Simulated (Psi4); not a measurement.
**UB3LYP/6-31G(d) (Cartesian functions) run of [C2H2F2]+ (SMILES [CH2+][C](F)F), part 1 of 2**

What is the vertical doublet–quartet gap of [C2H2F2]+ at UB3LYP/6-31G* (Cartesian functions)? 

Program for the calculation: Psi4 1.11.

2 further runs of the same task are left out: 2 set aside as unsound or not needed.

## Step 1: Starting point

[C2H2F2]+: 6 atoms, total charge +1, spin state doublet. SMILES: `[CH2+][C](F)F`. The coordinates come from a GFN2-xTB relaxation. This is one conformer, not always the lowest.

Bond lengths: C1–C2 1.388 Å, C2–F3 1.276 Å, C2–F4 1.276 Å, C1–H5 1.090 Å, C1–H6 1.090 Å. Angles: C1–C2–F3 123.4°, C1–C2–F4 123.5°, F3–C2–F4 113.1°, C2–C1–H5 120.5°, C2–C1–H6 120.4°, H5–C1–H6 119.1°.

## Step 2: Energy and forces at UB3LYP/6-31G(d) (Cartesian functions)

Input file run.py:

```python
import psi4

psi4.set_memory('1600 MB')
psi4.set_num_threads(1)
psi4.core.set_output_file('output.dat', False)

m = psi4.geometry("""
1 2
C
C 1 1.388495
F 2 1.2764 1 123.43163
F 2 1.27604 3 113.11067 1 179.98849
H 1 1.089631 2 120.52734 4 0.00216
H 1 1.089726 5 119.06983 2 179.93391
symmetry c1
""")

psi4.set_options({
    'basis': '6-31G*',
    'reference': 'uks',
    'puream': False,
    'e_convergence': 1e-09,
    'd_convergence': 1e-08,
    'scf_type': 'pk',
    'dft_radial_points': 99,
    'dft_spherical_points': 590,
    'maxiter': 200,
})

e, wfn = psi4.gradient('b3lyp', return_wfn=True)
psi4.oeprop(wfn, 'WIBERG_LOWDIN_INDICES', 'DIPOLE', 'MULLIKEN_CHARGES', title='B3LYP')
print('gradient / Eh bohr^-1')
print(e.np.round(6))
print(f'energy = {wfn.energy():.10f} Eh')
for k, v in sorted(psi4.core.scalar_variables().items()):
    print(f'{k:45s} {v:18.10f}')
```

Launch:

```sh
$ python run.py
```

output.dat:

```text
gradient() will perform analytic gradient computation.

   => Loading Basis Set <=

    Name: 6-31G*
    Role: ORBITAL
    Keyword: BASIS

         ---------------------------------------------------------
                                   SCF
                              UKS Reference
                        1 Threads,   1525 MiB Core
         ---------------------------------------------------------

  ==> Geometry <==

    Molecular point group: c1
    Full point group: C1

    Geometry (in Angstrom), charge = 1, multiplicity = 2:

       Center              X                  Y                   Z               Mass
    ------------   -----------------  -----------------  -----------------  -----------------
         C            0.000087267826     0.000204331603    -1.484591128139    12.000000000000
         C            0.000087267826     0.000204331603    -0.096096128139    12.000000000000
         F            0.000087267826    -1.065007431480     0.607125643274    18.998403162730
         F           -0.000148500807     1.064795654812     0.607411754234    18.998403162730
         H           -0.000085212746     0.938798161829    -2.038068596763     1.007825032230
         H           -0.000838656900    -0.939671865024    -2.036075155788     1.007825032230

  Running in c1 symmetry.

  Rotational constants: A =      0.37572  B =      0.34449  C =      0.17971 [cm^-1]
  Rotational constants: A =  11263.91236  B =  10327.45244  C =   5387.68730 [MHz]
  Nuclear repulsion =  118.497660641717800

  Charge       = 1
  Multiplicity = 2
  Electrons    = 31
  Nalpha       = 16
  Nbeta        = 15

  ==> Algorithm <==

  SCF Algorithm Type is PK.
  DIIS enabled.
  MOM disabled.
  Fractional occupation disabled.
  Guess Type is SAD.
  Energy threshold   = 1.00e-09
  Density threshold  = 1.00e-08
  Integral threshold = 1.00e-12

  ==> Primary Basis <==

  Basis Set: 6-31G*
    Blend: 6-31G*
    Number of shells: 28
    Number of basis functions: 64
    Number of Cartesian functions: 64
    Spherical Harmonics?: false
    Max angular momentum: 2

  ==> DFT Potential <==

   => LibXC <=

    Version 7.1.2

   => Composite Functional: B3LYP <=

    B3LYP Hyb-GGA Exchange-Correlation Functional

    Deriv               =              1
    GGA                 =           TRUE
    Meta                =          FALSE

    Exchange Hybrid     =           TRUE
    MP2 Hybrid          =          FALSE

   => Exchange Functionals <=

    0.0800   Slater exchange
    0.7200         Becke 88

   => Exact (HF) Exchange <=

    0.2000               HF

   => Correlation Functionals <=

    0.1900   Vosko, Wilk & Nusair (VWN5_RPA)
    0.8100   Lee, Yang & Parr

   => LibXC Density Thresholds  <==

    XC_HYB_GGA_XC_B3LYP:  1.00E-15

   => Molecular Quadrature <=

    Radial Scheme          =       TREUTLER
    Pruning Scheme         =           NONE
    Nuclear Scheme         =       TREUTLER

    Blocking Scheme        =         OCTREE
    BS radius alpha        =              1
    Pruning alpha          =              1
    Radial Points          =             99
    Spherical Points       =            590
    Total Points           =         332263
    Total Blocks           =           2448
    Max Points             =            256
    Max Functions          =             63
    Weights Tolerance      =       1.00E-15

  ==> Integral Setup <==

  Using in-core PK algorithm.
   Calculation information:
      Number of atoms:                   6
      Number of AO shells:              28
      Number of primitives:             68
      Number of atomic orbitals:        64
      Number of basis functions:        64

      Integral cutoff                 1.00e-12
      Number of threads:                 1

  Performing in-core PK
  Using 4328480 doubles for integral storage.
  We computed 80472 shell quartets total.
  Whereas there are 82621 unique shell quartets.

  ==> DiskJK: Disk-Based J/K Matrices <==

    J tasked:                  Yes
    K tasked:                  Yes
    wK tasked:                  No
    Memory [MiB]:              596
    Schwarz Cutoff:          1E-12

  Cached 100.0% of DFT collocation blocks in 0.536 [GiB].

  Minimum eigenvalue in the overlap matrix is 3.0569415048E-03.
  Reciprocal condition number of the overlap matrix is 4.8984275706E-04.
    Using symmetric orthogonalization.

  ==> Pre-Iterations <==

  SCF Guess: Superposition of Atomic Densities via on-the-fly atomic UHF (no occupation information).

   -------------------------
    Irrep   Nso     Nmo
   -------------------------
     A         64      64
   -------------------------
    Total      64      64
   -------------------------

  ==> Iterations <==

                        Total Energy        Delta E     RMS |[F,P]|

   @UKS iter SAD:  -276.75416715930766   -2.76754e+02   0.00000e+00
   @UKS iter   1:  -276.63331438755091    1.20853e-01   5.98111e-03 DIIS/ADIIS
   @UKS iter   2:  -276.59810292844327    3.52115e-02   7.41219e-03 DIIS/ADIIS
   @UKS iter   3:  -276.69589458498604   -9.77917e-02   7.85836e-04 DIIS/ADIIS
   @UKS iter   4:  -276.69662628027902   -7.31695e-04   4.30006e-04 DIIS/ADIIS
   @UKS iter   5:  -276.69692461794563   -2.98338e-04   9.47032e-05 DIIS
   @UKS iter   6:  -276.69693942805924   -1.48101e-05   2.20709e-05 DIIS
   @UKS iter   7:  -276.69694075469522   -1.32664e-06   5.29712e-06 DIIS
   @UKS iter   8:  -276.69694088358295   -1.28888e-07   1.46440e-06 DIIS
   @UKS iter   9:  -276.69694088464865   -1.06570e-09   1.41301e-06 DIIS
   @UKS iter  10:  -276.69694088738720   -2.73855e-09   1.06105e-07 DIIS
   @UKS iter  11:  -276.69694088741466   -2.74554e-11   2.81518e-08 DIIS
   @UKS iter  12:  -276.69694088741727   -2.61480e-12   3.80296e-09 DIIS
  Energy and wave function converged.

  ==> Post-Iterations <==

   Electrons on quadrature grid:
      Nalpha   =   15.9999999426 ; deviation = -5.742e-08
      Nbeta    =   14.9999999403 ; deviation = -5.968e-08
      Ntotal   =   30.9999998829 ; deviation = -1.171e-07

   @Spin Contamination Metric:   1.901401174E-03
   @S^2 Expected:                7.500000000E-01
   @S^2 Observed:                7.519014012E-01
   @S   Expected:                5.000000000E-01
   @S   Observed:                5.000000000E-01

    Orbital Energies [Eh]
    ---------------------

    Alpha Occupied:

       1A    -25.055928     2A    -25.055815     3A    -10.715019
       4A    -10.546440     5A     -1.617536     6A     -1.550449
       7A     -1.106571     8A     -0.945993     9A     -0.887496
      10A     -0.844035    11A     -0.833788    12A     -0.749005
      13A     -0.743044    14A     -0.729041    15A     -0.706505
      16A     -0.591603

    Alpha Virtual:

      17A     -0.311754    18A     -0.141345    19A     -0.133573
      20A     -0.100604    21A      0.012897    22A      0.025493
      23A      0.217662    24A      0.223804    25A      0.250229
      26A      0.287526    27A      0.310555    28A      0.331208
      29A      0.538642    30A      0.629399    31A      0.629443
      32A      0.716697    33A      0.825325    34A      0.875135
      35A      0.925436    36A      0.951682    37A      1.065431
      38A      1.094951    39A      1.105179    40A      1.107881
      41A      1.328793    42A      1.329379    43A      1.389929
      44A      1.485450    45A      1.488778    46A      1.551276
      47A      1.662413    48A      1.681782    49A      1.688603
      50A      1.739874    51A      1.741052    52A      1.857230
      53A      1.869757    54A      2.100116    55A      2.241028
      56A      2.282132    57A      2.470869    58A      2.714461
      59A      2.784279    60A      2.836342    61A      3.705993
      62A      3.928840    63A      4.360594    64A      4.887513

    Beta Occupied:

       1A    -25.052975     2A    -25.052863     3A    -10.711859
       4A    -10.536359     5A     -1.611609     6A     -1.544319
       7A     -1.076475     8A     -0.938195     9A     -0.883663
      10A     -0.824056    11A     -0.821916    12A     -0.737951
      13A     -0.729163    14A     -0.722549    15A     -0.701915

    Beta Virtual:

      16A     -0.463598    17A     -0.255555    18A     -0.137330
      19A     -0.119819    20A     -0.092893    21A      0.017144
      22A      0.036566    23A      0.226492    24A      0.245299
      25A      0.252388    26A      0.297512    27A      0.344523
      28A      0.346381    29A      0.545478    30A      0.630506
      31A      0.637211    32A      0.732062    33A      0.828481
      34A      0.886221    35A      0.951077    36A      0.953606
      37A      1.066946    38A      1.099688    39A      1.116484
      40A      1.120878    41A      1.342735    42A      1.374427
      43A      1.398824    44A      1.487376    45A      1.499584
      46A      1.555106    47A      1.667324    48A      1.691377
      49A      1.719609    50A      1.740957    51A      1.767165
      52A      1.872306    53A      1.873228    54A      2.125589
      55A      2.260943    56A      2.295461    57A      2.475551
      58A      2.718262    59A      2.787426    60A      2.839029
      61A      3.725206    62A      3.942278    63A      4.368474
      64A      4.890079

    Final Occupation by Irrep:
              A
    DOCC [    15 ]
    SOCC [     1 ]
    NA   [    16 ]
    NB   [    15 ]

  @UKS Final Energy:  -276.69694088741727

   => Energetics <=

    Nuclear Repulsion Energy =            118.4976606417178004
    One-Electron Energy =                -607.1283204305059371
    Two-Electron Energy =                 237.8955057919715159
    DFT Exchange-Correlation Energy =     -25.9617868906006564
    Empirical Dispersion Energy =           0.0000000000000000
    VV10 Nonlocal Energy =                  0.0000000000000000
    Total Energy =                       -276.6969408874172700

  UHF NO Occupations:
  HONO-2 :   14  A 1.9998549
  HONO-1 :   15  A 1.9994246
  HONO-0 :   16  A 1.0000000
  LUNO+0 :   17  A 0.0005754
  LUNO+1 :   18  A 0.0001451
  LUNO+2 :   19  A 0.0001214
  LUNO+3 :   20  A 0.0000593

Computation Completed

Properties will be evaluated at   0.000000,   0.000000,   0.000000 [a0]

Properties computed using the SCF density matrix

 Multipole Moments:

 ------------------------------------------------------------------------------------
     Multipole            Electronic (a.u.)      Nuclear  (a.u.)        Total (a.u.)
 ------------------------------------------------------------------------------------

 L = 1.  Multiply by 2.5417464519 to convert [e a0] to [Debye]
 Dipole X            :          0.0006376           -0.0008083           -0.0001708
 Dipole Y            :          0.0012276           -0.0006193            0.0006083
 Dipole Z            :          3.3717405           -4.9651245           -1.5933839
 Magnitude           :                                                    1.5933840

 ------------------------------------------------------------------------------------

	total time  =         16 seconds =       0.27 minutes

         ------------------------------------------------------------
                                   SCF GRAD
         ------------------------------------------------------------

  ==> Geometry <==

    Molecular point group: c1
    Full point group: C1

    Geometry (in Angstrom), charge = 1, multiplicity = 2:

       Center              X                  Y                   Z               Mass
    ------------   -----------------  -----------------  -----------------  -----------------
         C            0.000087267826     0.000204331603    -1.484591128139    12.000000000000
         C            0.000087267826     0.000204331603    -0.096096128139    12.000000000000
         F            0.000087267826    -1.065007431480     0.607125643274    18.998403162730
         F           -0.000148500807     1.064795654812     0.607411754234    18.998403162730
         H           -0.000085212746     0.938798161829    -2.038068596763     1.007825032230
         H           -0.000838656900    -0.939671865024    -2.036075155788     1.007825032230

  Nuclear repulsion =  118.497660641717800

  ==> Basis Set <==

  Basis Set: 6-31G*
    Blend: 6-31G*
    Number of shells: 28
    Number of basis functions: 64
    Number of Cartesian functions: 64
    Spherical Harmonics?: false
    Max angular momentum: 2

  ==> DirectJKGrad: Integral-Direct SCF Gradients <==

    Gradient:                    1
    J tasked:                  Yes
    K tasked:                  Yes
    wK tasked:                  No
    Integrals threads:           1
    Schwarz Cutoff:          1E-12

  ==> DFT Potential <==

   => LibXC <=

    Version 7.1.2

   => Composite Functional: B3LYP <=

    B3LYP Hyb-GGA Exchange-Correlation Functional

    Deriv               =              1
    GGA                 =           TRUE
    Meta                =          FALSE

    Exchange Hybrid     =           TRUE
    MP2 Hybrid          =          FALSE

   => Exchange Functionals <=

    0.0800   Slater exchange
    0.7200         Becke 88

   => Exact (HF) Exchange <=

    0.2000               HF

   => Correlation Functionals <=

    0.1900   Vosko, Wilk & Nusair (VWN5_RPA)
    0.8100   Lee, Yang & Parr

   => LibXC Density Thresholds  <==

    XC_HYB_GGA_XC_B3LYP:  1.00E-15

   => Molecular Quadrature <=

    Radial Scheme          =       TREUTLER
    Pruning Scheme         =           NONE
    Nuclear Scheme         =       TREUTLER

    Blocking Scheme        =         OCTREE
    BS radius alpha        =              1
    Pruning alpha          =              1
    Radial Points          =             99
    Spherical Points       =            590
    Total Points           =         332263
    Total Blocks           =           2448
    Max Points             =            256
    Max Functions          =             63
    Weights Tolerance      =       1.00E-15

  -Total Gradient:
     Atom            X                  Y                   Z
    ------   -----------------  -----------------  -----------------
       1        0.000062434655     0.000209789958     0.025527970122
       2        0.000012510140     0.000172172811    -0.036012043372
       3       -0.000006441765    -0.002008693477     0.008516576302
       4       -0.000015188795     0.001733569787     0.008327172109
       5       -0.000021953037    -0.000205680428    -0.003232628491
       6       -0.000031337513     0.000098978729    -0.003153695335

	total time  =          3 seconds =       0.05 minutes

Properties will be evaluated at   0.000000,   0.000000,   0.000000 [a0]

Properties computed using the B3LYP density matrix

 Multipole Moments:

 ------------------------------------------------------------------------------------
     Multipole            Electronic (a.u.)      Nuclear  (a.u.)        Total (a.u.)
 ------------------------------------------------------------------------------------

 L = 1.  Multiply by 2.5417464519 to convert [e a0] to [Debye]
 Dipole X            :          0.0006376           -0.0008083           -0.0001708
 Dipole Y            :          0.0012276           -0.0006193            0.0006083
 Dipole Z            :          3.3717405           -4.9651245           -1.5933839
 Magnitude           :                                                    1.5933840

 ------------------------------------------------------------------------------------
  Mulliken Charges: (a.u.)
   Center  Symbol    Alpha    Beta     Spin     Total
       1     C     3.48539  2.76102  0.72437 -0.24641
       2     C     2.72832  2.53552  0.19280  0.73616
       3     F     4.56975  4.49653  0.07323 -0.06628
       4     F     4.56958  4.49635  0.07323 -0.06593
       5     H     0.32345  0.35526 -0.03181  0.32129
       6     H     0.32351  0.35533 -0.03182  0.32116

   Total alpha = 16.00000, Total beta = 15.00000, Total charge =  1.00000

  Wiberg Bond Indices using Orthogonal Lowdin Orbitals:

  Total Bond Index:
  Irrep: 1 Size: 6 x 6

                 1                   2                   3                   4                   5

    1     0.00000000000000     1.45411516196086     0.11024569335630     0.11026463385918     0.88925440276356
    2     1.45411516196086     0.00000000000000     1.45894442189897     1.45963417392563     0.03622716153979
    3     0.11024569335630     1.45894442189897     0.00000000000000     0.12902323578034     0.01195809567840
    4     0.11026463385918     1.45963417392563     0.12902323578034     0.00000000000000     0.00319515394668
    5     0.88925440276356     0.03622716153979     0.01195809567840     0.00319515394668     0.00000000000000
    6     0.88925228145432     0.03626675380139     0.00321867669001     0.01195301188585     0.00932660639337

                 6

    1     0.88925228145432
    2     0.03626675380139
    3     0.00321867669001
    4     0.01195301188585
    5     0.00932660639337
    6     0.00000000000000

  Alpha Contribution:
  Irrep: 1 Size: 6 x 6

                 1                   2                   3                   4                   5

    1     0.00000000000000     0.90391298660531     0.07317336265691     0.07321064791734     0.43974003869041
    2     0.90391298660531     0.00000000000000     0.67148123604192     0.67181009080432     0.01820401032151
    3     0.07317336265691     0.67148123604192     0.00000000000000     0.04688330786329     0.00615556553333
    4     0.07321064791734     0.67181009080432     0.04688330786329     0.00000000000000     0.00152365996779
    5     0.43974003869041     0.01820401032151     0.00615556553333     0.00152365996779     0.00000000000000
    6     0.43974323519440     0.01822224340412     0.00153520314412     0.00615251180676     0.00462275831061

                 6

    1     0.43974323519440
    2     0.01822224340412
    3     0.00153520314412
    4     0.00615251180676
    5     0.00462275831061
    6     0.00000000000000

  Beta Contribution:
  Irrep: 1 Size: 6 x 6

                 1                   2                   3                   4                   5

    1     0.00000000000000     0.55020217535556     0.03707233069939     0.03705398594183     0.44951436407315
    2     0.55020217535556     0.00000000000000     0.78746318585705     0.78782408312130     0.01802315121828
    3     0.03707233069939     0.78746318585705     0.00000000000000     0.08213992791706     0.00580253014508
    4     0.03705398594183     0.78782408312130     0.08213992791706     0.00000000000000     0.00167149397889
    5     0.44951436407315     0.01802315121828     0.00580253014508     0.00167149397889     0.00000000000000
    6     0.44950904625992     0.01804451039727     0.00168347354589     0.00580050007910     0.00470384808275

                 6

    1     0.44950904625992
    2     0.01804451039727
    3     0.00168347354589
    4     0.00580050007910
    5     0.00470384808275
    6     0.00000000000000

  Atomic Valences:

 #  #
 Irrep: 1
      1:    3.453132173394220
      2:    4.445187673126639
      3:    1.713390123404021
      4:    1.714070209397678
      5:    0.949961420321803
      6:    0.950017330224940
```

The script printed:

```text
Memory set to   1.490 GiB by Python driver.
  Threads set to 1 by Python driver.
gradient / Eh bohr^-1
[[ 6.2000e-05  2.1000e-04  2.5528e-02]
 [ 1.3000e-05  1.7200e-04 -3.6012e-02]
 [-6.0000e-06 -2.0090e-03  8.5170e-03]
 [-1.5000e-05  1.7340e-03  8.3270e-03]
 [-2.2000e-05 -2.0600e-04 -3.2330e-03]
 [-3.1000e-05  9.9000e-05 -3.1540e-03]]
energy = -276.6969408874 Eh
CURRENT ENERGY                                   -276.6969408874
CURRENT REFERENCE ENERGY                         -276.6969408874
DD SOLVATION ENERGY                                 0.0000000000
DFT FUNCTIONAL TOTAL ENERGY                      -276.6969408874
DFT TOTAL ENERGY                                 -276.6969408874
DFT VV10 ENERGY                                     0.0000000000
DFT XC ENERGY                                     -25.9617868906
GRID ELECTRONS ALPHA                               15.9999999426
GRID ELECTRONS BETA                                14.9999999403
GRID ELECTRONS TOTAL                               30.9999998829
NUCLEAR REPULSION ENERGY                          118.4976606417
ONE-ELECTRON ENERGY                              -607.1283204305
PCM POLARIZATION ENERGY                             0.0000000000
PE ENERGY                                           0.0000000000
SCF ITERATION ENERGY                             -276.6969408874
SCF ITERATIONS                                     12.0000000000
SCF TOTAL ENERGY                                 -276.6969408874
TWO-ELECTRON ENERGY                               237.8955057920
XC GRID RADIAL POINTS                              99.0000000000
XC GRID SPHERICAL POINTS                          590.0000000000
XC GRID TOTAL POINTS                           332263.0000000000
```

It took 21 s on 1 thread of Intel Xeon Platinum 8488C (Sapphire Rapids), shared host; peak memory 0.8 GiB.

(Continued in part 2 of 2.)
